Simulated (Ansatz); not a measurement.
Ansatz (an electronic-structure program) input (X2C-CCSD(T)/cc-pVTZ-DK):

Ansatz 0.2 input:
```yaml
crystal:
  periodic: [false, false, false]
  atoms:
    - {symbol: C, position_ang: [1.31060113, 0.01504024, 0.00000187]}
    - {symbol: C, position_ang: [0.00000000, -0.00000000, -0.00000000]}
    - {symbol: C, position_ang: [-1.31060113, -0.01504024, -0.00000187]}
    - {symbol: H, position_ang: [1.87750632, -0.40569906, -0.83203234]}
    - {symbol: H, position_ang: [1.86769925, 0.44867841, 0.83203769]}
    - {symbol: H, position_ang: [-1.87662651, 0.32924458, -0.86704697]}
    - {symbol: H, position_ang: [-1.86857905, -0.37222393, 0.86704163]}
basis:
  gaussian:
    orbitals: cc-pVTZ-DK
total_charge: 1
magnetization: {spin_polarized: true, initial_magnetization: 1}
correlation: {method: ccsd_t, electrons: outside_noble_gas}
```

Output:

```
Functional definition: HF
integrals: 0.53 GiB planned
828 factors; integrals over basis functions are off by at most 7.4e-4 eV
mean field: 0.37 GiB planned
mean field evaluation 1: about -3143.8954 eV, gradient 2.1e1 eV
mean field evaluation 2: about -3143.8997 eV, gradient 2.1e1 eV
mean field evaluation 4: about -3146.7286 eV, gradient 2.7e0 eV
mean field evaluation 8: about -3146.8610 eV, gradient 3.3e-1 eV
mean field evaluation 16: about -3143.8944 eV, gradient 2.1e1 eV
mean field evaluation 32: about -3145.0779 eV, gradient 1.6e-1 eV
mean field evaluation 64: about -3142.8521 eV, gradient 1.1e0 eV
mean field -3146.86847699 eV, -115.6452835052 hartree, gradient 2.9e-6 eV, S^2 0.852753; 1 other end points of the search recorded, 0 dependent functions left out
determinant -3146.86847699 eV, -115.6452835052 hartree, with singles and doubles -3159.44183388 eV, -116.1073458486 hartree
determinant -3145.07909171 eV, -115.5795248092 hartree, with singles and doubles -3157.26494136 eV, -116.0273465238 hartree
3 core orbitals not correlated
reference -3146.86847699 eV, -115.6452835052 hartree; 8, 7 occupied and 135, 136 virtual orbitals, 828 factors
second order -11.32026434 eV of doubles, -0.00000000 eV of singles
coupled cluster: 1.41 GiB planned
cycle   1  -12.37715437 eV  change    -1.0e0 eV  update   2.4e-2
cycle   2  -12.40980723 eV  change   -3.3e-2 eV  update   6.0e-3
cycle   3  -12.40902160 eV  change    7.9e-4 eV  update   3.1e-3
cycle   4  -12.41271962 eV  change   -3.7e-3 eV  update   1.7e-3
cycle   5  -12.41433536 eV  change   -1.6e-3 eV  update   9.8e-4
cycle   6  -12.41513419 eV  change   -8.0e-4 eV  update   3.7e-4
cycle   7  -12.41515538 eV  change   -2.1e-5 eV  update   1.6e-4
cycle   8  -12.41504988 eV  change    1.1e-4 eV  update   7.8e-5
cycle   9  -12.41495732 eV  change    9.3e-5 eV  update   2.8e-5
cycle  10  -12.41494215 eV  change    1.5e-5 eV  update   9.8e-6
coupled cluster: 1.42 GiB planned
perturbative correction -0.56971831 eV, -0.0209367619 hartree
Total energy: -3159.85313746 eV, -116.1224609761 hartree
Relativity: scalar
```

The determinant is spin-contaminated: <S^2> is 0.85 against 0.75 for a pure state.
